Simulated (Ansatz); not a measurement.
**C2H2O: basis-set convergence**

The task here is to estimate one member of a computed series from the others.

Program: Ansatz 0.2.0, Gaussian basis. Level of theory: one geometry, several basis sets. These are calculated values, not measurements.

Plan: PBE0-D4/def2-SVP; ωB97M-V/def2-SVP; PBE0-D4/def2-QZVPP; ωB97M-V/def2-QZVPP; CCSD(T)/cc-pV(D+d)Z; CCSD(T)/cc-pV(T+d)Z; CCSD(T)/cc-pV(Q+d)Z; the functionals' def2-TZVPP values are taken from earlier runs.

## The relaxed structure

An earlier PBE0-D4 in a triple-zeta def2 set relaxation fixed the geometry.

SMILES `C#CO`, 5 atoms, charge 0, spin multiplicity 1.

Atoms are counted from 1 here; the program's logs count them from 0.

Bond lengths: C1–C2 1.198 Å, C1–H4 1.062 Å, C2–O3 1.301 Å, O3–H5 0.964 Å. Angles: C2–C1–H4 179.7°, C1–C2–O3 176.6°, C2–O3–H5 110.2°.

The first run:

in.yaml

```yaml
crystal:
  periodic: [false, false, false]
  atoms:
    - {symbol: C, position_ang: [-1.018056, 0.026350, -0.432120]}
    - {symbol: C, position_ang: [0.020039, -0.069723, 0.157530]}
    - {symbol: O, position_ang: [1.108008, -0.198780, 0.859471]}
    - {symbol: H, position_ang: [-1.935710, 0.113604, -0.960262]}
    - {symbol: H, position_ang: [1.875619, 0.054948, 0.333881]}
basis:
  gaussian: {orbitals: def2-SVP}
hamiltonian: {xc: pbe0, dispersion: d4}
output: {orbitals: {seedname: orbitals}}
```

Run with:

```sh
$ ansatz run in.yaml --threads 4 --pin off --events-out ev --progress --plain --max-ram 10444MiB
```

Steps of the session up to this table: PBE0-D4 in def2-SVP; ωB97M-V in def2-SVP; PBE0-D4 in def2-QZVPP; ωB97M-V in def2-QZVPP.

One of the session's tables, all rows but one given; the rest of the session is left out.

It belongs to the step «Density functionals: the series». 

```
functional       basis  HOMO (eV)  LUMO (eV)
   PBE0-D4    def2-SVP      -7.15       1.06
   PBE0-D4  def2-TZVPP      -7.29       0.41
   PBE0-D4  def2-QZVPP      -7.32       0.01
   ωB97M-V    def2-SVP      -9.41       2.78
   ωB97M-V  def2-TZVPP      -9.57       1.91
   ωB97M-V  def2-QZVPP          ?          ?
```

Estimate the missing values for ωB97M-V, def2-QZVPP.

The run gave: HOMO (eV): -9.60; LUMO (eV): 1.23. In the column «HOMO (eV)» it is the lowest.
